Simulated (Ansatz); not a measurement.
# Basis or method: vertical ionisation to the doublet of H2B–B

H2B–B, triplet; coordinates (Å): B 0.000 0.000 0.676; B 0.000 0.000 -0.909; H 0.000 1.048 1.254; H 0.000 -1.048 1.254. Quantity: vertical ionisation to the doublet.

Ansatz 0.2.0, basis 6-31G or cc-pVDZ or cc-pVTZ; geometries are PBE0/def2-TZVP minima. Wave-function levels freeze the cores; HF, MP2 and coupled cluster are restricted for singlets and unrestricted otherwise, Kohn–Sham unrestricted where that lies lower. NEVPT2 and MRCISD+Q stand on CASSCF in the full valence space. The reference is CCSDT(Q) or CCSDTQ or full CI (coupled cluster only where its series has nearly closed). Semilocal and hybrid functionals correlate all electrons outside any core potential and usually lie nearer their basis limit than the reference, so part of their error here is the reference's basis and frozen-core error; RPA and the MP2 part of double hybrids freeze the same cores as the reference. None of these values is a measured one. Energies are electronic, without zero-point terms. No spin–orbit coupling and no scalar relativity. The species are chosen: bound, without strong static correlation by their natural occupations or amplitudes, in their lowest spin state as far as vertical gaps and like structures tell, with only the lowest ion state computed, and with a ladder that closes on the reference, so errors are smaller than for species at large; levels whose determinant breaks symmetry or spin markedly are left out.

```tsv
level	6-31G (eV)	cc-pVDZ (eV)	cc-pVTZ (eV)
reference	8.721 (full CI)	9.120 (CCSDTQ)	9.236 (CCSDT(Q))
CCSD(T)	8.712	9.106	9.221
NEVPT2	8.633	8.934	9.034
MRCISD+Q	8.716	9.135	9.249
PBE	9.320	9.444	9.464
wB97M-V	9.033	9.180	9.207
B2PLYP	8.933	9.139	9.183
RPA-PBE	8.769	9.243	9.455
```

From 6-31G to cc-pVTZ the reference moves by 0.515 eV and PBE by 0.144; the step from CCSD(T) to the reference is 0.010 in the first and 0.015 in the last.
